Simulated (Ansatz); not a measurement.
# AlH₂ (doublet): the correlation ladder, aug-cc-pVTZ

The task here is to estimate one member of a computed series from the others.

Computed with Ansatz 0.2.0, Gaussian basis. Level: aug-cc-pVTZ, core rule «outside noble gas», up to 5 orbitals frozen.

To be run: UHF; CCSD(T) on ROHF; CCSD(T) on UHF; BCCD(T) on ROHF; CCSDT(Q) on ROHF; CCSDT(Q) on UHF; CASSCF and NEVPT2, 5 electrons in 6 orbitals.

9 further runs of the same task are left out: 4 that didn't finish, 5 set aside as unsound or not needed.

### The geometry

The geometry is a PBE0/def2-TZVPD stationary point (not a proven minimum) of the parent state, kept for this charge and spin.

3 atoms, charge 0, spin multiplicity 2.

Atoms are counted from 1 here; the program's logs count them from 0.

Bond lengths: Al1–H2 1.697 Å, Al1–H3 1.697 Å. Angles: H2–Al1–H3 93.2°.

The first run:

in.yaml reads:

```yaml
crystal:
  periodic: [false, false, false]
  atoms:
    - {symbol: Al, position_ang: [0.000000, -0.081048, 0.000000]}
    - {symbol: H, position_ang: [0.000000, 1.084792, -1.232881]}
    - {symbol: H, position_ang: [0.000000, 1.084792, 1.232880]}
basis:
  gaussian: {orbitals: aug-cc-pVTZ}
magnetization: {spin_polarized: true, initial_magnetization: 1}
hamiltonian: {xc: hf}
output: {orbitals: {seedname: orbitals}}
```

Launch:

```console
> ansatz run in.yaml --threads 1 --pin off --events-out ev --progress --plain --max-ram 2393MiB
```

Steps of the session up to this table: UHF; CCSD(T) on ROHF; CCSD(T) on UHF; BCCD(T) on ROHF; CCSDT(Q) on ROHF; CCSDT(Q) on UHF; CASSCF and NEVPT2, 5 electrons in 6 orbitals.

One table of the session follows, with a row left open; its other results are not shown here.

| method | from UCCSDT(Q) (kcal/mol) |
| --- | --- |
| ROHF | +59.00 |
| UHF | +58.13 |
| RMP2 | ? |
| UMP2 | +13.95 |
| RCCSD | +1.67 |
| UCCSD | +1.61 |
| RCCSD(T) | +0.44 |
| UCCSD(T) | +0.42 |
| BCCD(T) | +0.44 |
| RCCSDT | +0.05 |
| UCCSDT | +0.03 |
| RCCSDT(Q) | +0.02 |
| UCCSDT(Q) | 0 |
| CASSCF valence | +36.09 |
| NEVPT2 valence | +11.42 |

**Question.** Estimate the row for RMP2.

**Answer.** from UCCSDT(Q) (kcal/mol): +14.11. In the column «from UCCSDT(Q) (kcal/mol)» it lies between UMP2 (+13.95) and CASSCF valence (+36.09).

Caveats from the session: Restricted and unrestricted rows rest on different reference determinants; where their highest levels disagree by more than a few hundredths of an eV, they describe different states and don't form one ladder.
